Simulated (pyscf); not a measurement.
Optimised with ωB97X-D3(BJ)/def2-SVP in PySCF.

PBE/def2-TZVP puts the barrier of H₃Si–Si(SiH₃)(SiH₃)–Cl + H• → •H₂Si–Si(SiH₃)(SiH₃)–Cl + H₂ (hydrogen abstraction; doublet surface; H–Si broken, H–H formed) at -0.2 kcal/mol and the reaction energy at -17.4 kcal/mol, from the separated reactants. What do r²SCAN/def2-TZVP, B3LYP-D3(BJ)/def2-TZVP, ωB97M-D3(BJ)/def2-TZVP give on the same structures?

r²SCAN: ΔE‡ = -1.5 kcal/mol, ΔE = -19.1 kcal/mol; B3LYP-D3(BJ): ΔE‡ = -0.3 kcal/mol, ΔE = -18.7 kcal/mol; ωB97M-D3(BJ): ΔE‡ = 4.1 kcal/mol, ΔE = -15.1 kcal/mol. PBE's barrier lies among them. Its reaction energy lies among theirs. At PBE, r²SCAN, B3LYP-D3(BJ) this geometry lies under the reactants; that is no barrier but a single point on another level's saddle; such a level's own saddle, if it has one, lies nearer that side and is low. •H₂Si–Si(SiH₃)(SiH₃)–Cl lies 6.3 kcal/mol over its isomer H₃Si–Si•(SiH₃)–SiH₂–Cl (electronic energy, ωB97M-D3(BJ)/def2-TZVP). This is the saddle that the search found; another between the same sides may lie lower. The angle at the transferred H is 178°.
